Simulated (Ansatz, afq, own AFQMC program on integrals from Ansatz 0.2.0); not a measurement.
**BSiH$_{2}$, doublet: AFQMC among the cluster methods**

```yaml
atoms:
  - { symbol: Si, position_ang: [0.0000, -0.0053, 0.5948] }
  - { symbol: B, position_ang: [0.0000, -0.0779, -1.2479] }
  - { symbol: H, position_ang: [0.0000, 1.1505, -0.7602] }
  - { symbol: H, position_ang: [0.0000, -0.1670, -2.4296] }
```

Connectivity, by distances: Si–BH, 1 bridging H.

Basis cc-pVTZ. Only valence electrons are correlated. Ansatz 0.2.0 and our own AFQMC program on the same integrals; the CISD trial comes from CCSD amplitudes, and released means the phaseless constraint is let go. Free projection: walkers drawn from exp(T), propagated without any constraint. Its projection time is finite, and what remains of the start isn't in its error. Uncertainties: one standard error, sampling alone.

Determinant: UHF, the one that the program's search chose, which needn't be the lowest solution. The geometry is a PBE0/def2-TZVP stationary point of this or a neighbouring charge and spin state.

No full CI on the walks' own integrals is used here; CCSDT(Q) serves as the reference and is uncertain by about the last step of the cluster series.

Cautions: the ph-AFQMC/CISD walk drifts between its halves (2.0 errors).

- T1 diagnostic: 0.0211
- weight of the determinant in the CISD state: 0.868
- ⟨S²⟩ of the determinant: 0.765
- size of the correlated space: 9 electrons in 86 orbitals

| level | correlation energy (eV) |
| --- | --- |
| MP2 | -5.2028 |
| CCSD | -6.0566 |
| CCSD(T) | -6.3419 |

(1) Estimate where free-projection AFQMC lies against CCSD(T) on the same integrals.

(1) 5.1 ± 1.1 kJ/mol below CCSD(T).

Reference: CCSDT(Q), correlation energy -6.398 eV. The released energy is read at 2.40 1/Eh (meV from the phaseless value at times in 1/Eh: -10 ± 3 at 0.24, -14 ± 3 at 0.51, -22 ± 4 at 0.99, -20 ± 5 at 1.62, -26 ± 6 at 2.40).

| level | E − E(reference) (kJ/mol) | share of correlation (%) |
| --- | --- | --- |
| CCSD(T) | 5.4 | 99.13 |
| CCSDT | 1.6 | 99.74 |
| ph-AFQMC/HF | 3.5 ± 2.5 | 99.43 |
| ph-AFQMC/CISD | 2.9 ± 0.5 | 99.53 |
| released AFQMC | 0.4 ± 0.5 | 99.94 |
| free AFQMC | 0.2 ± 1.1 | 99.96 |

Free projections are given only where their last times agree within the noise and don't stop above the reference; a slow remainder of the start can still hide under it. A walk keeps the symmetry of its determinant, which the program's search chose and which needn't be the lowest solution, so a lower state of the same spin and another symmetry isn't excluded. Released energies are given only where the last usable release times agree within the noise; a slower fall can still hide under it.
